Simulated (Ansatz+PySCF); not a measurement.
A calculation with PySCF 2.14.0.

```python
from pyscf import gto, scf, cc

mol = gto.M(atom="""
F 0.000000 0.000000 -1.307630
F 0.000000 0.000000 1.307630
""", basis='sto-3g', charge=0, spin=0)
mf = scf.UHF(mol)
mf.kernel()
mycc = cc.CCSD(mf, frozen=2).run()
et = mycc.ccsd_t()
print(mf.e_tot, mycc.e_corr, et, mycc.e_tot + et)
```

The script is written out from the run's settings.

Results

```json
{
 "Converged": "yes",
 "Reference energy": "-195.59926 hartree",
 "CCSD correlation energy": "-0.37386 hartree",
 "Triples correction": "0.00000 hartree",
 "Total energy": "-195.97313 hartree"
}
```

This is not the lowest solution: another run reaches a determinant 10.17 eV lower. Caution: large amplitudes, a single reference is doubtful.
